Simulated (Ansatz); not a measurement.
Geometry optimisation, Ansatz 0.2.0, RKS PBE-D4/6-31G*.

The input (input.yaml):

```yaml
crystal:
  periodic: [false, false, false]
  atoms:
    - { symbol: B, position_ang: [-0.6354, 0.6856, -1.0937] }
    - { symbol: "N", position_ang: [-0.489, 0.6696, 0.402] }
    - { symbol: Si, position_ang: [-1.30315, 2.14146, 0.95261] }
    - { symbol: H, position_ang: [-1.2841, -0.0641, -1.6518] }
    - { symbol: H, position_ang: [-0.2161, 1.6092, -1.7522] }
    - { symbol: H, position_ang: [-1.03794, -0.16417, 0.76177] }
    - { symbol: H, position_ang: [-2.75873, 2.124, 0.53126] }
    - { symbol: H, position_ang: [-0.69475, 3.31936, 0.44302] }
    - { symbol: H, position_ang: [-1.29642, 2.1659, 2.48373] }
basis:
  gaussian: { orbitals: "6-31G*" }
hamiltonian:
  xc: pbe
  dispersion: d4
relax:
  f_tol: 0.015
  max_steps: 40
output:
  orbitals: {}
```

Launched with:

```bash
$ ansatz run input.yaml --threads 1 --pin off --max-ram 2048MiB --backend cpu --events-out ev --progress --plain --runs-dir out
```

Question: Where does it end, and by what steps?

Answer: It converged. After 12 steps the energy has fallen by 0.817 eV; H4 moved furthest, 0.96 Å.

| step | energy less start (eV) | largest force component (eV/Å) | accepted |
| --- | --- | --- | --- |
| 0 | 0.0000 | 2.285 | yes |
| 1 | -0.3350 | 1.114 | yes |
| 2 | -0.5257 | 0.690 | yes |
| 3 | -0.6906 | 0.349 | yes |
| 4 | -0.7659 | 0.217 | yes |
| 5 | -0.8086 | 0.198 | yes |
| 6 | -0.8132 | 0.082 | yes |
| 7 | -0.8144 | 0.056 | yes |
| 8 | -0.8149 | 0.060 | yes |
| 9 | -0.8162 | 0.030 | yes |
| 10 | -0.8166 | 0.035 | yes |
| 11 | -0.8163 | 0.075 | no |
| 12 | -0.8168 | 0.014 | yes |

```xyz
9
Properties=species:S:1:pos:R:3
B -0.528 0.620 -1.146
N -1.164 0.727 0.111
Si -1.439 2.214 1.032
H -0.416 -0.467 -1.658
H -0.117 1.623 -1.677
H -1.503 -0.143 0.533
H -2.907 2.447 1.245
H -0.846 3.340 0.249
H -0.797 2.126 2.387
```

The run took 29 s on 1 thread of Intel(R) Xeon(R) Platinum 8375C CPU @ 2.90GHz (Ice Lake), with other jobs on the host, peak memory 0.14 GiB.
